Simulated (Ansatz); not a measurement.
Job for Ansatz (a quantum-chemistry and plane-wave program): R-wB97X-V/def2-TZVPPD on CH3Cl (SMILES CCl). Files ending in .json are basis or fitting sets from the Basis Set Exchange.

Ansatz 0.2 input:
```yaml
crystal:
  periodic: [false, false, false]
  atoms:
    - {symbol: C, position_ang: [-1.49512800, 1.12579900, -0.00000200]}
    - {symbol: Cl, position_ang: [-1.40247600, -0.66254400, 0.00013900]}
    - {symbol: H, position_ang: [-0.48106900, 1.51836100, -0.00121600]}
    - {symbol: H, position_ang: [-2.02718100, 1.43516300, 0.89531200]}
    - {symbol: H, position_ang: [-2.02924000, 1.43492300, -0.89417200]}
basis:
  gaussian:
    orbitals: def2-TZVPPD.json
hamiltonian:
  xc: {name: wB97X-V}
scf: {lower_state_search: off}
```

The head of its log:

```
WARN ansatz: RAYON_NUM_THREADS=1 ignored (pool sized by the plan → 1); use --threads N
Functional definition: wB97X-V
these checks for a lower state are left out or cut short: stability, starts, cluster_reference, orbital_swaps, neighbouring_geometries, increment
integrals: 0.06 GiB planned
678 factors; their error is unknown
integrals: 0.09 GiB planned
181 factors; integrals over basis functions are off by at most 3.2e-5 eV
mean field: 0.55 GiB planned
mean field evaluation 1: about -13606.4819 eV, gradient 1.9e1 eV
mean field evaluation 2: about -13606.9901 eV, gradient 1.1e1 eV
```

Give the final energy of this run.

-500.0586 hartree.
